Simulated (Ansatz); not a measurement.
Worked example: correlation energy of C$_{2}$H$_{7}$N, singlet

Geometry: MP2(full)/6-31G*, from the G2/97 set.

```xyz
10

C    -0.0160   -0.2566    1.2049
N    -0.0160    0.5606    0.0000
C    -0.0160   -0.2566   -1.2049
H     0.8030   -0.9946    1.2485
H     0.0511    0.3893    2.0834
H    -0.9607   -0.8049    1.2617
H     0.8168    1.1463    0.0000
H     0.8030   -0.9946   -1.2485
H     0.0511    0.3893   -2.0834
H    -0.9607   -0.8049   -1.2617
```

Basis 6-31G* (Cartesian d functions); Ansatz 0.2.0. Only valence electrons are correlated (noble-gas cores frozen), which leaves 20 electrons in 56 orbitals. Prefix R: restricted or restricted open-shell reference.

Full CI isn't at hand for all of this; RCCSDT(Q) serves as the reference, and is uncertain by about the last step of the cluster series.

Runs differ by some tens of microhartree through their thresholds, so steps under 0.03 kcal/mol mean nothing.

| level | total energy (hartree) |
| --- | --- |
| RHF | -134.237996 |
| RMP2 | -134.665287 |
| RCCSD | -134.704616 |
| RCCSD(T) | -134.716330 |
| RCCSDT | -134.717023 |
| RCCSDT(Q) | -134.717742 |

**Question.** What is the correlation energy at RCCSDT(Q), and what share of it do RMP2 and RCCSD(T) recover?

**Answer.** E(corr) = -134.717742 − (-134.237996) = -0.479746 hartree = -13.055 eV. RMP2: -0.427291 / -0.479746 = 89.07 %. RCCSD(T): -0.478334 / -0.479746 = 99.71 %.

**Question.** By how many kcal/mol does RCCSD(T) miss RCCSDT(Q) (1 hartree = 627.509 kcal/mol), and which steps make up the rest?

**Answer.** -134.716330 − (-134.717742) = 0.001412 hartree = 0.89 kcal/mol. Steps: RCCSDT − RCCSD(T) = -0.43, RCCSDT(Q) − RCCSDT = -0.45 kcal/mol. Differences between like states or geometries often cancel part of this.
